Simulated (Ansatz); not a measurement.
# CH5NSi, SMILES N=C[SiH3]: a nudged elastic band for an internal rotation

Program: the Ansatz DFT code, driven from Python.

Notebook, run cell by cell (the value of a cell's last expression is shown):

**Cell 1**
```python
import ansatz
import numpy as np
```

**Cell 2**
```python
GEOMETRY = '''
N    -1.55640    0.18190   -0.69520
C    -0.32760    0.36720   -0.62340
Si    0.63260   -0.42150    0.74230
H    -1.89190    0.74380   -1.52890
H     0.23770    0.95910   -1.37860
H     0.25730    0.08680    2.09850
H     2.13300   -0.08310    0.59860
H     0.60750   -1.89130    0.73090
'''
```

**Cell 3**
```python
molecule = ansatz.Crystal.molecule()
for line in GEOMETRY.strip().splitlines():
    symbol, *xyz = line.split()
    molecule = molecule.atom(symbol, [float(v) for v in xyz])
```

**Cell 4**
```python
setup = molecule.calculation()
setup = setup.basis(gaussian='6-31G*')
setup = setup.functional('PBE')
symbols = [site.symbol for site in molecule.cartesian_sites]
start = np.array([site.position_ang for site in molecule.cartesian_sites], dtype=float)
rep = setup.relax(force_tolerance=0.005).run(threads=1).report
end = np.array(rep['positions_ang'])

# the end point is the same minimum with the three like atoms permuted
first, second, third = [5, 6, 7]
turned = end.copy()
turned[[first, second, third]] = end[[second, third, first]]
listed = lambda xyz: [{'symbol': s, 'position_ang': p.tolist()} for s, p in zip(symbols, xyz)]
deck = setup.input().to_dict()
deck['crystal']['atoms'] = listed(end)
deck['neb'] = {'final_atoms': listed(turned), 'images': 3, 'initial_path': 'idpp', 'f_tol': 0.03, 'max_iterations': 40}
rounds = []
band = ansatz.Session.from_dict(deck).plan().execute(on_event=lambda e: rounds.append(e['data']) if e['event'] == 'neb_iteration' else None)
for each in rounds:
    print(f'round {each["iteration"]:2d}  largest band force {each["band_force_max_ev_ang"]:.4f} eV/A')
images = rounds[-1]['images']
for image in images:
    print(f's = {image["path_coordinate_ang"]:6.3f} A   {(image["lagrangian_ev"] - images[0]["lagrangian_ev"]):8.3f} eV')
```
Output:
```text
round  1  largest band force 0.7373 eV/A
round  2  largest band force 0.2467 eV/A
round  3  largest band force 0.8569 eV/A
round  4  largest band force 0.3639 eV/A
round  5  largest band force 0.4841 eV/A
round  6  largest band force 0.0979 eV/A
round  7  largest band force 0.0305 eV/A
round  8  largest band force 0.0068 eV/A
s =  0.000 A      0.000 eV
s =  0.734 A      0.012 eV
s =  1.469 A      0.022 eV
s =  2.161 A      0.011 eV
s =  2.853 A      0.000 eV
```

The energies are electronic: no zero-point or thermal terms, and the basis set is short of its limit. Finished in 120 s on 1 thread of Arm Neoverse V1 (shared host), peak memory 0.2 GiB.
